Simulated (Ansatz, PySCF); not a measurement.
The pair A = CH4O (SMILES CO) (first 6 atoms), B = H2O (SMILES O); geometry from S66by8 set.
(charge 0, multiplicity 1):
```xyz
9

O     -0.951     0.442    -0.003
H      0.013     0.410    -0.003
C     -1.412    -0.893     0.005
H     -2.499    -0.862     0.004
H     -1.090    -1.452    -0.877
H     -1.091    -1.441     0.894
O      1.998     0.345    -0.001
H      2.437     0.733    -0.761
H      2.435     0.748     0.752
```

Correlated levels freeze the cores. Rows in 6-31G* carry no dispersion term and start afresh at each structure (6-31G* with six Cartesian d functions). MP2/6-31G* freezes PySCF's default core.

Run with Ansatz (an electronic-structure program) with Gaussian orbitals; PySCF for 6-31G* rows. Values without a source in brackets are computed.

Total energies (hartree), monomers frozen at their geometry in the pair:

| structure | B3LYP/6-31G* | MP2/6-31G* | MP2/aug-cc-pVDZ |
|---|---|---|---|
| AB | -192.1343629 | -191.5540684 | -191.6907303 |
| A in the pair's basis | -115.7147046 | -115.3466905 | -115.4217573 |
| B in the pair's basis | -76.4106334 | -76.1987300 | -76.2618163 |
| A | -115.7142176 | -115.3459476 | -115.4213296 |
| B | -76.4088051 | -76.1966943 | -76.2608356 |

Work out the interaction energy without and with the counterpoise correction, and the superposition error, for each level.


E(AB) − E(A) − E(B), times 627.509 kcal/mol, with the monomers in their own basis and then in the pair's basis:
- B3LYP/6-31G*: -7.12 uncorrected, -5.66 corrected; the monomers gain 1.45 kcal/mol from borrowed functions
- MP2/6-31G*: -7.17 uncorrected, -5.43 corrected; the monomers gain 1.74 kcal/mol from borrowed functions
- MP2/aug-cc-pVDZ: -5.37 uncorrected, -4.49 corrected; the monomers gain 0.88 kcal/mol from borrowed functions
